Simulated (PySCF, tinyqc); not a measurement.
CIS and TDHF on RHF in the sto-6g basis, frozen core, for LiH, spin multiplicity 1, step by step. The lowest restricted solution is unstable here: a spin-polarised one lies 0.0033 hartree lower (PySCF). One step of it, computed by the program tinyqc.

Problem. CIS matrix, singlets. A(ia,jb) = (e_a - e_i) d_ij d_ab + 2 (ia|jb) - (ij|ab).

orbital energies (hartree): MO1 -2.406805, MO2 -0.235308, MO3 0.070373, MO4 0.158520, MO5 0.158520, MO6 0.386459

Two-electron integrals over orbitals (pq|rs), unique and non-zero (hartree); the lowest 1 orbital is frozen and left out:
```
(22|22) 0.452015    (32|22) -0.058472   (32|32) 0.020758    (33|22) 0.211124
(33|32) 0.014628    (33|33) 0.329341    (42|42) 0.020668    (43|42) 0.020172
(43|43) 0.041685    (44|22) 0.243202    (44|32) 0.014074    (44|33) 0.280082
(44|44) 0.313125    (52|52) 0.020668    (53|52) 0.020172    (53|53) 0.041685
(54|54) 0.016875    (55|22) 0.243202    (55|32) 0.014074    (55|33) 0.280082
(55|44) 0.279374    (55|55) 0.313125    (62|22) 0.109701    (62|32) -0.044215
(62|33) -0.020113   (62|44) -0.038073   (62|55) -0.038073   (62|62) 0.132481
(63|22) -0.057349   (63|32) 0.016653    (63|33) 0.036718    (63|44) 0.007890
(63|55) 0.007890    (63|62) -0.038548   (63|63) 0.030402    (64|42) -0.018295
(64|43) -0.012076   (64|64) 0.019356    (65|52) -0.018295   (65|53) -0.012076
(65|65) 0.019356    (66|22) 0.422418    (66|32) -0.047367   (66|33) 0.238036
(66|44) 0.258631    (66|55) 0.258631    (66|62) 0.096149    (66|63) -0.045302
(66|66) 0.417047
```

Give: CIS matrix A, singlet.

Solution.

CIS matrix A, singlet (hartree):
```
         2>3     2>4     2>5      2>6
2>3   0.1361  0.0000  0.0000  -0.0311
2>4   0.0000  0.1920  0.0000   0.0000
2>5   0.0000  0.0000  0.1920   0.0000
2>6  -0.0311  0.0000  0.0000   0.4643
```
